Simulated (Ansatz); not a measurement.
The same path of AlH5NS (8 atoms, charge 1, multiplicity 1) was run twice with different band settings. The coordinate that changes most is the dihedral H7–Al2–S3–H8.

These are results of RKS B3LYP-D4/def2-mTZVP in Ansatz 0.2.0, not measurements.

Relaxed end points:

```xyz
8
Properties=species:S:1:pos:R:3
N -0.636 1.060 -0.306
Al 0.655 -0.454 -0.170
S -0.061 -1.721 1.406
H -1.357 0.903 -1.018
H -0.186 1.942 -0.566
H -1.145 1.242 0.564
H 1.801 -0.329 -1.213
H 0.929 -2.643 1.303
```

```xyz
8
Properties=species:S:1:pos:R:3
N -0.513 0.925 -0.146
Al 0.971 -0.415 -0.243
S 0.509 -2.296 0.685
H -1.359 0.635 -0.646
H -0.239 1.823 -0.557
H -0.818 1.135 0.809
H 2.197 0.179 -0.989
H -0.749 -1.985 1.089
```

Common settings: movable images 7; climbing image yes; spring 5.0 eV/Å²; start path IDPP; force threshold 0.05 eV/Å; iteration limit 60; end points relaxed.

| run | optimiser | largest step |
| --- | --- | --- |
| 1 | quadratic models (default) | default |
| 2 | fire | 0.02 Å |

Q: What does each run give, and how far can it be trusted?

A: Run 1: converged after 5 iterations, highest image 0.275 eV above the first end. A vibrational analysis at the climbing image gives one clearly imaginary mode, 278i cm⁻¹: a first-order saddle point.
Run 2: converged after 27 iterations, highest image 0.275 eV above the first end. Another band between the same ends (7 images) ends at a top of the same energy, where a vibrational analysis finds 1 clearly imaginary mode.
